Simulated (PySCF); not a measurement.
Isomers C$_{5}$H$_{9}$N:

A. `C=CN1CCC1`
B. 3-amino-3-methyl-1-butyne
C. `InChI=1S/C5H9N/c1-3-4-5-6-2/h4-5H,2-3H2,1H3/b5-4+`

Spectrum 1. 1H NMR (300 MHz, computed): δ 7.50 (d, 1H), 7.06 (d, 1H), 6.82 (m, 1H), 6.66 (m, 1H), 2.27 (m, 2H), 1.16 (t, 3H). 13C{1H} NMR (computed): δ 152.2 (CH2), 151.0 (CH), 148.3 (CH), 29.7 (CH2), 17.0 (CH3).

Spectrum 2. 1H NMR (300 MHz, computed): δ 1.82 (s, 1H), 1.36 (s, 6H), 1.19 (br s, 2H). 13C{1H} NMR (computed): δ 97.4 (C), 75.6 (CH), 45.1 (C), 32.8 (CH3).

Spectrum 3. 1H NMR (300 MHz, computed): δ 6.08 (m, 1H), 3.88 (m, 1H), 3.73 (m, 4H), 3.56 (m, 1H), 2.14 (m, 2H). 13C{1H} NMR (computed): δ 148.0 (CH), 83.5 (CH2), 52.3 (CH2), 16.1 (CH2).

PySCF 2.14 calculation with geometry: GFN2-xTB, couplings computed with B3LYP/pcJ-1 (spin–dipole term left out of most H,H and C,H couplings) and shieldings: GIAO PBE0/pcSseg-1; relativity neglected, one computed conformer, isolated molecule, rapidly exchanging positions averaged.

Shifts are taken against calculated references (same method and geometry level): 1H (σref 31.72) and 13C (σref 186.93) against TMS. Multiplet labels drop J under 1 Hz and among equivalent protons, and merge close values. Unscaled 3J(H,H) run several per cent high. Where no couplings were computed, multiplicities follow the n + 1 count of equivalent neighbours, and m marks all less simple cases (inequivalent or close neighbours, rings, F or P nearby). Shifts are as computed. Against solution values, carbons near 30 ppm lie about +3 ppm off and those near 130 ppm about +5 ppm. Of 1211 compounds with measured shifts, 218 miss one by over three times the rms of a fit or turn the order of signals round; such compounds aren't used in these exercises. OH and NH positions are gas-phase values without hydrogen bonding to other molecules.

Match each spectrum to its structure.

Results:

1–C, 2–B, 3–A.

- Spectrum 1 (C): 5 13C signals; δC 151.0 is an alkene CH; δC 148.3 is an alkene CH.
- Spectrum 2 (B): 4 13C signals; δC 97.4 is an alkyne carbon; δC 75.6 is a terminal alkyne carbon.
- Spectrum 3 (A): 4 13C signals; δC 148.0 is an alkene carbon bearing nitrogen; δC 83.5 is a β carbon of an enol-ether or enamine type C=C.
